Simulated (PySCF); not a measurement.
Atom-mapped SMILES (the numbers label the heavy atoms): `[CH3:1][C:2]([NH2:3])=[O:4]`. Each H is labelled by its parent atom. Ha(N3) is cis to the C=O or C=S heteroatom; Hb(N3) is trans to the C=O or C=S heteroatom.

GIAO PBE0/pcSseg-1 shifts (PySCF, gas phase, non-relativistic, equivalent atoms averaged), each against references optimised in the same way as the molecule (TMS, NH3, H2O).

On the GFN2-xTB geometry: C2 169.1, C1 23.1, N3 113.2, O4 441.6, Hb(N3) 4.63, Ha(N3) 4.41, H(C1) 1.87 ppm.

Question: What changes on the PBE0-D3(BJ)/def2-SVP geometry?

Answer: 
| atoms | δ (ppm) | change |
| --- | --- | --- |
| C2 | 167.8 | -1.3 |
| C1 | 22.0 | -1.1 |
| N3 | 118.4 | +5.2 |
| O4 | 425.4 | -16.2 |
| Hb(N3) | 4.56 | -0.07 |
| Ha(N3) | 4.10 | -0.31 |
| H(C1) | 1.71 | -0.16 |

Bonds between heavy atoms that differ most (equivalent bonds averaged): C2–O4 1.208 → 1.213 Å, C2–N3 1.356 → 1.360 Å. Mean change of bonds to hydrogen: C–H +0.012 Å, N–H +0.005 Å.
